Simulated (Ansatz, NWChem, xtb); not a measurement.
**Loss of C2H6: C4H8 → C2H2 + C2H6**

Species: C4H8 (cyclobutane) `C1CCC1`, singlet; C2H2 (acetylene) `C#C`, singlet; C2H6 (ethane) `CC`, singlet. 

Shapes, held fixed at every level: PBE0-D4/def2-TZVP. Programs: Ansatz 0.2.0, NWChem 7.3.0, xtb 6.7.1. A level may come from different programs for different species; with the same settings they agree closely. The zero-point and thermal change to 298 K, harmonic and unscaled (PBE0-D4/def2-TZVP), is -16.3 kJ/mol.

**What was measured.** Tabulated heats of formation (Active Thermochemical Tables, CRC Handbook of Chemistry and Physics): C4H8 +27.7 (CRC); C2H2 +228.3 (ATcT); C2H6 -83.8 (ATcT) kJ/mol, which give ΔH(298 K) = +116.8 kJ/mol.

| level | kind | ΔH (kJ/mol) | computed − measured |
| --- | --- | --- | --- |
| GFN1-xTB | semi-empirical | +176.3 | +59.4 |
| HF/def2-SVP | Hartree–Fock | +109.2 | -7.7 |
| HF/def2-TZVPP | Hartree–Fock | +88.9 | -27.9 |
| PBE0/def2-SVP | global hybrid | +177.1 | +60.3 |
| BHLYP-D4/def2-TZVPP | global hybrid | +126.6 | +9.7 |
| PBE0-D4/def2-TZVPP | global hybrid | +159.9 | +43.0 |
| CCSD/def2-SVP | coupled cluster or CI | +131.4 | +14.6 |
| CCSD(T)/def2-TZVPP | coupled cluster or CI | +120.0 | +3.2 |
| CCSD(T)/CBS estimate | coupled cluster or CI | +118.2 | +1.3 |

Nearest: CCSD(T)/CBS estimate (+1.3); farthest: PBE0/def2-SVP (+60.3). 4 of 9 levels lie within 10 kJ/mol. The CBS estimate extrapolates MP2 from def2-TZVPP and def2-QZVPP and adds CCSD(T) − MP2 in the triple-zeta set, cores frozen.
